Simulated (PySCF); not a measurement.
Bond length, frequency and bond energy of CS⁻ by level of theory

State: ²Π (doublet), unpaired electrons π ↑. Set-up: basis C aug-pcseg-1, S aug-pcseg-1; no relativity; PySCF 2.14. De refers to C + S⁻ in their high-spin ground configurations, without counterpoise correction. The functionals are run spin-unrestricted. A positive dipole points towards S; it is taken about the centre of mass and depends on that origin.

| Level | Re (Å) | ωe (cm⁻¹) | De (eV) | μ (D) |
| --- | --- | --- | --- | --- |
| UHF | 1.638 | 1021 | n/a | 2.03 |
| UHF-MP2 | 1.630 | 1026 | n/a | n/a |
| UHF-SCS-MP2 | 1.634 | 1018 | n/a | n/a |
| UHF-CCSD | 1.643 | 998 | n/a | n/a |
| UHF-CCSD(T) | 1.649 | 975 | n/a | n/a |
| PBE | 1.645 | 967 | 5.73 | 2.54 |
| PBEsol | 1.639 | 982 | 6.04 | 2.59 |
| BP86 | 1.649 | 954 | 5.63 | 2.53 |
| TPSS | 1.649 | 960 | 5.39 | 2.50 |
| r²SCAN | 1.639 | 987 | 5.36 | 2.48 |
| PBE0 | 1.632 | 1015 | 5.35 | 2.53 |

The bond length runs from 1.630 Å (UHF-MP2) to 1.649 Å (UHF-CCSD(T)). De spans 5.35 eV (PBE0, global hybrid GGA) to 6.04 eV (PBEsol, GGA).

Correlated steps freeze 6 core orbitals. For an ion De counts to the pair picked by the measured ionisation energies or electron affinities, which need not be the lowest pair at this level. The highest Kohn–Sham level is positive in this anion. Much of that is self-interaction error, but it also means that the finite basis helps to hold the extra electron. The state is the lowest determinant that a PBE0 search found; another state may lie lower at other levels.
